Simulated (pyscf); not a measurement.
# Four-centre exchange: HS–GeH₃ + HCl → H₂S + Cl–GeH₃

Gas phase, singlet surface, charge 0. Bonds broken: S1–Ge2, Cl7–H8. Bonds formed: S1–H8, Ge2–Cl7. Single points on ωB97X-D3(BJ)/def2-SVP structures (PySCF, gas phase). Correlated levels are frozen-core, on RHF or UHF. ΔMP2 is the change of the MP2 total energy from the triple- to the quadruple-zeta basis.

Transition state (Å):

```xyz
8

S     -0.4326    -1.6539     0.6640
Ge    -2.0452     0.2596     0.5625
H     -1.3169    -2.5343     0.1526
H     -3.2552     0.2226    -0.3695
H     -2.5964    -0.2909     1.9139
H     -1.3268     1.5588     0.9084
Cl    -0.7386     0.3199    -1.6710
H     -0.1007    -1.1014    -0.6027
```

One imaginary mode, 361i cm⁻¹; descent along it reached the two sides named, in the forms told below.

```
bond     change  reactant side (Å)  saddle  product side
-------  ------  -----------------  ------  ------------
S1–Ge2   breaks              2.240   2.504           3.6
Cl7–H8   breaks              1.297   1.889           3.1
S1–H8     forms              2.386   1.421         1.346
Ge2–Cl7   forms                3.7   2.588         2.171
```

Electronic energies relative to the separated reactants (kcal/mol):

```
level                             barrier  reaction energy  reverse barrier
--------------------------------  -------  ---------------  ---------------
ωB97X-D3(BJ)/def2-TZVP               25.0             -6.4             31.4
PBE/def2-TZVP                        20.3             -6.3             26.5
r²SCAN/def2-TZVP                     22.1             -6.8             28.9
B3LYP-D3(BJ)/def2-TZVP               22.9             -7.2             30.1
PBE0-D3(BJ)/def2-TZVP                22.4             -6.3             28.7
M06-2X/def2-TZVP                     24.8             -8.2             33.0
ωB97M-D3(BJ)/def2-TZVP               26.6             -7.2             33.8
HF/def2-TZVP                         40.4             -9.7             50.1
MP2/def2-QZVPP                       27.3             -6.2             33.5
CCSD/def2-TZVPP                      32.3             -6.6             38.9
CCSD(T)/def2-TZVPP                   29.8             -6.3             36.0
CCSD(T)/def2-TZVPP + ΔMP2(QZVPP)     28.9             -6.3             35.1
```

With CCSD(T)/def2-TZVPP + ΔMP2(QZVPP) energies and thermal terms (ideal gas, 1 atm, RRHO with modes under 100 cm⁻¹ raised to 100, one conformer, R ln 2 for chiral ones without a mode under 150 cm⁻¹), in kcal/mol:

| T (K) | ΔH‡ | ΔG‡ | ΔH | ΔG |
|---|---|---|---|---|
| 298 | 28.7 | 38.8 | -6.2 | -5.9 |
| 600 | 28.6 | 49.0 | -6.7 | -5.5 |
| 900 | 28.8 | 59.2 | -7.1 | -4.8 |
| 1200 | 29.2 | 69.3 | -7.4 | -4.0 |

On the reactant side the descent ends in a complex, 4.9 kcal/mol under the separated species and 29.9 kcal/mol under the saddle at ωB97X-D3(BJ)/def2-TZVP. This is the saddle that the search found; another between the same sides may lie lower. The CCSD(T) − MP2 part came from Ansatz, without density fitting, on the same reference. The frozen core leaves the outer d or s,p core shells of the metals and heavy elements correlated in the MP2 and CC values, and def2-TZVPP describes them poorly, which can shift differences by a few kcal/mol. Elements up to Kr have no core potential and no relativistic terms here.
